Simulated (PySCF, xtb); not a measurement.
CS2, SMILES S=C=S.

GFN2-xTB run with xtb 6.7.1 at its own geometry gives an orbital gap of 3.24 eV and a dipole moment of 0.00 D.

Geometry: PBE0-D3(BJ)/def2-TZVP.

Task: What does PBE0/def2-TZVPD in PySCF give? (The exact figures need the calculation; the answer reports its results.)

Result: gap 5.81 eV (levels -7.85 and -2.04 eV), dipole 0.00 D.
